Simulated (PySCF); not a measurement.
# Name the molecule from its bond curve

A diatomic of charge 0 contains Si. Its singlet curve at PBE0 in a triple-zeta basis (no relativity, PySCF), in eV from the separated fragments:

| R (Å) | E (eV) |
| --- | --- |
| 1.664 | -4.464 |
| 1.742 | -5.431 |
| 1.819 | -5.963 |
| 1.877 | -6.149 |
| 1.935 | -6.198 |
| 1.993 | -6.140 |
| 2.071 | -5.938 |
| 2.167 | -5.549 |
| 2.283 | -4.962 |
| 2.438 | -4.090 |

The fit gives ωe = 767 cm⁻¹ and the rotational constant Bₑ = 0.3033 cm⁻¹.

Question: Which atom is the partner?

Answer: The minimum lies at 1.930 Å, so the reduced mass is 16.8576 u Å² cm⁻¹/(Bₑ·Re²) = 14.92 u. With Si at 27.98 u the partner weighs about 32.0 u: S. The molecule is SiS.
